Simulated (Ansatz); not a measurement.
The cluster Si2S⁺. The state is a doublet with charge 1. Geometry PBE-D4/def2-TZVP, basis def2-TZVP, Ansatz.

```csv
atom,x (Å),y (Å),z (Å)
Si1,1.3481,0.6579,-1.4688
Si2,-1.3477,-0.6573,1.4693
S3,-0.0003,-0.0006,-0.0006
```

```json
{"run": "A", "HOMO (eV)": "-9.74", "LUMO (eV)": "-9.54"}
{"run": "B", "HOMO (eV)": "-10.75", "LUMO (eV)": "-8.98"}
{"run": "C", "HOMO (eV)": "-10.01", "LUMO (eV)": "-9.78"}
{"run": "D", "HOMO (eV)": "-10.29", "LUMO (eV)": "-9.69"}
{"run": "E", "HOMO (eV)": "-11.22", "LUMO (eV)": "-7.91"}
```

Another isomer (doublet) lies 0.96 eV lower at PBE0-D4/def2-TZVP; other spin states weren't run for this one.

HOMO and LUMO are taken over both spins.

The runs used BHLYP, BLYP, PBE, PBE0, r2SCAN. Estimate which is which.

A BLYP (0 % exact exchange); B PBE0 (25 % exact exchange); C PBE (0 % exact exchange); D r2SCAN (0 % exact exchange); E BHLYP (50 % exact exchange). Exact exchange lowers occupied and raises empty levels; among semilocal functionals meta-GGAs tend to open the gap a little, and such runs are hard to tell apart. The gap grows from 0.20 eV (BLYP) to 3.31 eV (BHLYP).
